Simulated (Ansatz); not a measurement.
A made-up structure of BH$_{2}$SO (charge -1), closed shell:

```
5
angstrom
O -0.5692 -0.1643 1.4281
B -0.5382 -0.3277 0.1723
S 0.8565 0.4148 -1.0022
H -0.5333 -0.1293 2.3968
H 1.5603 1.0188 -0.0303
```

It is relaxed with PBE-D4/def2-SVPD and then PBE0-D4/def2-TZVPD (Ansatz 0.2.0). Atoms count as bonded within 1.22 times the sum of their covalent radii (H–H: 0.88 Å). The end point is not checked to be a true minimum.

Q: Does its bonding change? (A judgement: the text doesn't fix the answer.)

A: The calculation gives: No: no bond forms or breaks.

Where it ends: The first stage lowers the energy by 1.16 eV in 13 steps. It ends as BH₂SO ([OH][B][SH]), total charge -1:
```csv
atom,x (Å),y (Å),z (Å)
O1,-0.7334,-0.3138,1.4562
B2,-0.6949,-0.4374,0.0832
S3,0.7467,0.3982,-0.7307
H4,0.0161,0.2049,1.8162
H5,1.4416,0.9602,0.3400
```

Labels in which every atom is bracketed show which atoms are joined, not bond orders.

For scale, one of the runs: PBE0-D4/def2-TZVPD relaxation, 141 basis functions, launched by `ansatz run in.yaml --threads 2 --pin off --events-out ev --progress --plain --max-ram 4352MiB`. Hardware: 2 CPU threads of an Arm Neoverse V1, shared host. Wall time about 18 s.
